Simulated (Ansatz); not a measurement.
Band gap (eV) along a series of related solids, from BLYP (plane waves, PAW; Ansatz, an electronic-structure program); RPBE (PAW; Ansatz); PBE0 in Ansatz (plane waves, PAW).

```csv
solid,BLYP,RPBE,PBE0,measured
rock-salt MgO,5.06,4.89,7.26,8.36
rock-salt CaO,3.75,3.76,6.05,–
rock-salt SrO,3.46,3.44,5.53,5.63
rock-salt BaO,2.18,2.16,4.05,4.4‡
```

PBE0 less measured, from the printed values: rock-salt MgO -1.10 eV, rock-salt SrO -0.10 eV, rock-salt BaO‡ -0.35 eV.

A member of the series is missing where a level wasn't run or failed, where a doubt is noted on the run or the magnetic state, for phases of high temperature or layered ones, and where values are held back for tests.

A dash: no measured value is used.

Density-functional gaps are differences of (generalised) Kohn–Sham levels.

Levels without +SOC have no spin–orbit coupling; where heavier elements are present it shifts gaps, mostly down, and can invert bands. Cells: BLYP at the measured cell; RPBE at the measured cell; PBE0 at the measured cell. Ansatz's density-functional and Hartree–Fock values are scalar-relativistic unless marked +SOC, with PAW data made under PBE.

Measured values are for low temperature or corrected to a static lattice, gaps with a zero-point shift added back where one is known; ‡ marks uncorrected values at room or unstated temperature. References as tabulated in, or derived from, Chen et al. (2018), doi:10.1103/physrevmaterials.2.073803; Miglio et al. (2020), arXiv:2011.12765; Abedi et al. (2022), arXiv:2211.14644.
